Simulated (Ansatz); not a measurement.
**SiH4 (singlet): from Hartree-Fock to the top rungs, STO-3G**

Aim: climb from Hartree-Fock through coupled cluster and multireference methods for SiH4 (singlet) at one geometry and basis, and see what each rung misses.

Program: Ansatz 0.2.0, Gaussian basis. Level of theory: STO-3G, core rule «outside noble gas», up to 5 orbitals frozen. These are calculated values, not measurements.

To be run: UHF; CCSD(T) on RHF; BCCD(T) on RHF; CISD; CCSDT(Q) on RHF; CISDTQ; CCSDTQ on RHF; CASSCF and MRCISD+Q, 8 electrons in 8 orbitals; CASSCF and NEVPT2, 8 electrons in 8 orbitals; Full CI.

9 further runs of the same task are left out: 9 set aside as unsound or not needed.

### Step 1. What is computed

The geometry is an MP2(full)/6-31G* stationary point (not a proven minimum).

5 atoms, charge 0, spin multiplicity 1.

Atoms are counted from 1 here; the program's logs count them from 0.

Bond lengths: Si1–H2 1.483 Å, Si1–H3 1.483 Å, Si1–H4 1.483 Å, Si1–H5 1.483 Å. Angles: H2–Si1–H3 109.5°, H2–Si1–H4 109.5°, H2–Si1–H5 109.5°, H3–Si1–H4 109.5°, H3–Si1–H5 109.5°, H4–Si1–H5 109.5°.

### Step 2. UHF

The input, in.yaml:

```yaml
crystal:
  periodic: [false, false, false]
  atoms:
    - {symbol: Si, position_ang: [0.000000, 0.000000, 0.000000]}
    - {symbol: H, position_ang: [0.856135, 0.856135, 0.856135]}
    - {symbol: H, position_ang: [-0.856135, -0.856135, 0.856135]}
    - {symbol: H, position_ang: [-0.856135, 0.856135, -0.856135]}
    - {symbol: H, position_ang: [0.856135, -0.856135, -0.856135]}
basis:
  gaussian: {orbitals: STO-3G}
magnetization: {spin_polarized: true, initial_magnetization: 0}
hamiltonian: {xc: hf}
output: {orbitals: {seedname: orbitals}}
```

Command:

```sh
> ansatz run in.yaml --threads 1 --pin off --events-out ev --progress --plain --max-ram 8192MiB --backend cpu
```

Further steps of the session: CCSD(T) on RHF; BCCD(T) on RHF; CISD; CCSDT(Q) on RHF; CISDTQ; CCSDTQ on RHF; CASSCF and MRCISD+Q, 8 electrons in 8 orbitals; CASSCF and NEVPT2, 8 electrons in 8 orbitals; Full CI.

Before running them: what should the planned runs give, taken together? Wanted: FCI below the RHF energy; RMP2 from FCI; RCCSD from FCI; RCCSD(T) from FCI; RCCSDT(Q) from FCI; NEVPT2 valence from FCI; MRCISD+Q valence from FCI; T1 diagnostic; effectively unpaired electrons.

The runs gave:

| quantity | value |
| --- | --- |
| FCI below the RHF energy | -1.9292 eV |
| RMP2 from FCI | +64.1 kJ/mol |
| RCCSD from FCI | +1.5 kJ/mol |
| RCCSD(T) from FCI | +0.5 kJ/mol |
| RCCSDT(Q) from FCI | 0.0 kJ/mol |
| NEVPT2 valence from FCI | -0.4 kJ/mol |
| MRCISD+Q valence from FCI | -0.4 kJ/mol |
| levels within 1 kcal/mol (43 meV) | RCCSD, RCCSD(T), BCCD(T), RCCSDT, CISDTQ, RCCSDT(Q), RCCSDTQ, CASSCF valence, NEVPT2 valence, MRCISD valence, MRCISD+Q valence |
| T1 diagnostic | 0.004 |
| effectively unpaired electrons | 0.02 |

In words: RCCSD(T) lands +0.5 kJ/mol from the yardstick (0.3 % of the correlation energy). CASSCF valence, NEVPT2 valence, MRCISD valence, MRCISD+Q valence fall below full CI, which methods that aren't variational can do. One determinant dominates. Of the multireference levels listed NEVPT2 valence comes nearest in total energy (-0.4 kJ/mol), which doesn't show that its space is the better one. These misses are within one basis, not against nature.
